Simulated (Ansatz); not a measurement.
**C2HNa: how energies converge with the basis set**

The task here is to estimate one member of a computed series from the others.

Method: one geometry, several basis sets; program: Ansatz 0.2.0, Gaussian basis.

The runs, in order: PBE0-D4/def2-SVP; ωB97M-V/def2-SVP; PBE0-D4/def2-QZVPP; ωB97M-V/def2-QZVPP; the functionals' def2-TZVPP values are taken from earlier runs.

## Structure used throughout

An earlier PBE0-D4 in a triple-zeta def2 set relaxation fixed the geometry.

SMILES `C#[C][Na]`, 4 atoms, charge 0, spin multiplicity 1.

Atoms are counted from 1 here; the program's logs count them from 0.

Bond lengths: C1–C2 1.222 Å, C1–H4 1.067 Å, C2–Na3 2.213 Å. Angles: C2–C1–H4 180.0°, C1–C2–Na3 180.0°.

The first run:

in.yaml reads:

```yaml
crystal:
  periodic: [false, false, false]
  atoms:
    - {symbol: C, position_ang: [-0.068551, 0.869525, -0.131389]}
    - {symbol: C, position_ang: [0.043936, -0.335154, 0.040355]}
    - {symbol: Na, position_ang: [0.247430, -2.516572, 0.351648]}
    - {symbol: H, position_ang: [-0.167315, 1.921801, -0.281012]}
basis:
  gaussian: {orbitals: def2-SVP}
hamiltonian: {xc: pbe0, dispersion: d4}
output: {orbitals: {seedname: orbitals}}
```

Among the steps run: PBE0-D4 in def2-SVP; ωB97M-V in def2-SVP; PBE0-D4 in def2-QZVPP; ωB97M-V in def2-QZVPP.

One of the session's tables, all rows but one given; the rest of the session is left out.

It belongs to the step «Functionals by basis». 

```
functional       basis  HOMO (eV)  LUMO (eV)
   PBE0-D4    def2-SVP          ?          ?
   PBE0-D4  def2-TZVPP      -5.88      -1.42
   PBE0-D4  def2-QZVPP      -5.91      -1.43
   ωB97M-V    def2-SVP      -7.98      -0.69
   ωB97M-V  def2-TZVPP      -8.16      -0.86
   ωB97M-V  def2-QZVPP      -8.19      -0.88
```

Estimate the missing values for PBE0-D4, def2-SVP.

The run gave: HOMO (eV): -5.70; LUMO (eV): -1.34. In the column «HOMO (eV)» it is the highest.
